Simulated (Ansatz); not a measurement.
Reaction: CHO (SMILES O=[CH], doublet) → CHO+ (parent SMILES [CH]=O, singlet) + e-
Each species at its own B3LYP-D3(BJ)/def2-TZVP minimum (Ansatz, a quantum-chemistry and plane-wave program).

Property: adiabatic ionisation energy (electronic), in eV. UHF or UKS for unpaired electrons; spin-orbit terms are left out. Correlated methods leave the cores frozen. Rows without X2C or -DK are non-relativistic. CBS(X,Y): correlation extrapolated as X^-3, Hartree-Fock from the larger set (Q,5: extrapolated as (X+1)exp(-9√X)). A bracket is a step between two methods taken in the basis named. Functionals run without relativity, which enters their misses. '+ core + X2C': CCSD(T) terms for core correlation (cc-pwCVTZ) and scalar relativity (cc-pVTZ-DK).

Compared with CCSD(T)/CBS(cc-pVQZ,cc-pV5Z) + [CCSDT(Q) - CCSD(T)]/cc-pVTZ + [CCSDTQ - CCSDT(Q)]/cc-pVDZ + core + X2C (Ansatz): 8.07 eV.

Costs are rough ratios of core time, to one figure, on one kind of shared machine, summed over the single points of the molecules; atoms, geometries and frequencies are left out. The first row took roughly 3 core seconds; short runs hold start-up time.

| level | program | cost relative to the first row |
|---|---|---|
| CCSD(T)/cc-pVDZ | Ansatz | 1 |
| r2SCAN/def2-TZVPD | Ansatz | 1 |
| r2SCANh/def2-TZVPD | Ansatz | 1 |
| CCSD(T)/cc-pVTZ | Ansatz | 3 |
| CCSD(T)/cc-pVQZ | Ansatz | 10 |
| CCSD(T)/CBS(cc-pVTZ,cc-pVQZ) + core + X2C | Ansatz | 30 |
| CCSDT(Q)/cc-pVTZ | Ansatz | 100 |

### Question
Which is the cheapest listed level within 4 kcal/mol (0.17 eV) of that value?

### Answer
CCSD(T)/cc-pVTZ.
| level | difference (eV) |
|---|---|
| CCSD(T)/cc-pVDZ | -0.38 |
| r2SCAN/def2-TZVPD | 0.28 |
| r2SCANh/def2-TZVPD | 0.29 |
| CCSD(T)/cc-pVTZ | -0.12 |
| CCSD(T)/cc-pVQZ | -0.06 |
| CCSD(T)/CBS(cc-pVTZ,cc-pVQZ) + core + X2C | -0.02 |
| CCSDT(Q)/cc-pVTZ | -0.12 |
